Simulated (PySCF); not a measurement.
**How the method moves the HOMO and LUMO of i-BuOMe**

Species: i-BuOMe, C5H12O.
Z-matrix (Å and degrees, PBE0-D3(BJ)/def2-SVP geometry), rows numbered from 1:
```
C 
O   1  1.3905
C   2  1.3966  1  113.58
C   3  1.5195  2  109.85  1  -179.54
C   4  1.5229  3  111.16  2    58.43
C   4  1.5229  3  110.30  2  -176.68
H   1  1.1089  2  112.09  3    60.13
H   1  1.1090  2  112.09  3   -61.04
H   1  1.0993  2  108.09  3   179.57
H   3  1.1132  2  110.46  1   -58.46
H   3  1.1112  2  110.44  1    59.10
H   4  1.1052  3  106.40  2   -59.12
H   5  1.1033  4  110.73  3    64.41
H   5  1.0988  4  110.65  3   -55.19
H   5  1.1010  4  111.20  3  -175.90
H   6  1.1016  4  111.82  3    56.76
H   6  1.1005  4  111.02  3   177.04
H   6  1.1030  4  111.03  3   -63.58
```

Basis pcSseg-1 throughout (PySCF), one geometry. One conformer (not necessarily the lowest) at the PBE0-D3(BJ)/def2-SVP geometry, without solvent, vibrations or thermal averaging.

Question: How do the orbital energies, the gap and the dipole change with the method?

Answer: 
```
   method                    kind  HOMO (eV)  LUMO (eV)  gap (eV)  μ (D)  SCF cycles
     BLYP                     GGA      -5.65       0.67      6.33   0.97          15
     OPBE                     GGA      -5.69       0.98      6.67   0.99          14
      PBE                     GGA      -5.73       0.67      6.40   0.97          14
    B97-D                     GGA      -5.79       0.83      6.61   1.00          14
      LDA                     LDA      -5.83       0.46      6.29   1.03          14
     BP86                     GGA      -5.84       0.74      6.58   0.99          13
      KT2                     GGA      -5.92       0.59      6.50   0.95          14
      KT3                     GGA      -5.94       0.57      6.51   0.95          14
    B97-2           global hybrid      -7.07       1.54      8.60   1.09          12
    B3LYP           global hybrid      -7.09       1.17      8.27   1.08          12
     PBE0           global hybrid      -7.33       1.51      8.83   1.10          12
 mPW1PW91           global hybrid      -7.37       1.55      8.92   1.11          12
CAM-B3LYP  range-separated hybrid      -8.78       2.34     11.11   1.14          12
BHandHLYP           global hybrid      -8.89       2.18     11.07   1.19          12
  wB97X-D  range-separated hybrid      -9.26       3.32     12.58   1.14          12
  LC-wPBE  range-separated hybrid     -10.08       3.69     13.77   1.20          12
       HF            Hartree–Fock     -11.36       4.34     15.70   1.29          10
```

The HOMO spans 5.71 eV, from BLYP down to HF, and the gap runs from 6.29 eV (LDA) to 15.70 eV (HF). Over the methods BLYP (0 %), OPBE (0 %), PBE (0 %), B97-D (0 %), LDA (0 %), BP86 (0 %), KT2 (0 %), KT3 (0 %), B97-2 (21 %), B3LYP (20 %), PBE0 (25 %), mPW1PW91 (25 %), BHandHLYP (50 %), HF (100 %), a straight line through the gap against the share of exact exchange rises by 0.92 eV for each 10 % (correlation coefficient 0.999). The dipole ranges from 0.95 D (KT3) to 1.29 D (HF). This basis has no diffuse functions.

The vertical ΔSCF ionisation energy at PBE0/def2-SVPD is 9.61 eV; −ε(HOMO) comes closest to it with wB97X-D (9.26 eV).
